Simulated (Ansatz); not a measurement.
# AlHN: the cost of one run

The runs use Ansatz 0.2.0, Gaussian basis; def2-QZVPP, all electrons in the functionals.

To be run: PBE, BLYP, r2SCAN, B97M-V, PBE0, B3LYP, at charge 0, quartet; charge 0, doublet; charge 0, sextet; charge 1, triplet; charge 1, quintet.

## (1) What is computed

The geometry is a PBE0/def2-TZVP stationary point (not a proven minimum).

3 atoms, charge 0, spin multiplicity 4.

Atoms are counted from 1 here; the program's logs count them from 0.

Bond lengths: Al1–N2 1.909 Å, N2–H3 1.029 Å. Angles: Al1–N2–H3 108.4°.

No dispersion term is added; B97M-V holds VV10 nonlocal correlation. B3LYP takes the VWN-RPA correlation.

The geometry shown and the zero of energy belong to the point charge 0, quartet. The yardstick, UCCSD(T), and other wave-function levels (R restricted, U unrestricted, valence and pair active spaces) come from earlier runs.

## (2) PBE, charge 0, quartet

Contents of in.yaml:

```yaml
crystal:
  periodic: [false, false, false]
  atoms:
    - {symbol: Al, position_ang: [0.000000, -0.031887, 0.689947]}
    - {symbol: N, position_ang: [0.000000, 0.120874, -1.212902]}
    - {symbol: H, position_ang: [0.000000, -0.826124, -1.614269]}
basis:
  gaussian: {orbitals: "def2-QZVPP.json"}
magnetization: {spin_polarized: true, initial_magnetization: 3}
hamiltonian: {xc: {name: PBE}}
output: {orbitals: {seedname: orbitals}}
```

Launch:

```
ansatz run in.yaml --threads 1 --pin off --events-out ev --progress --plain --max-ram 2393MiB
```

**Question.** How long does this run take on 1 thread of Arm Neoverse V2, shared host, and how much memory does it need?

About 16 s, with a peak of 0.29 GiB.
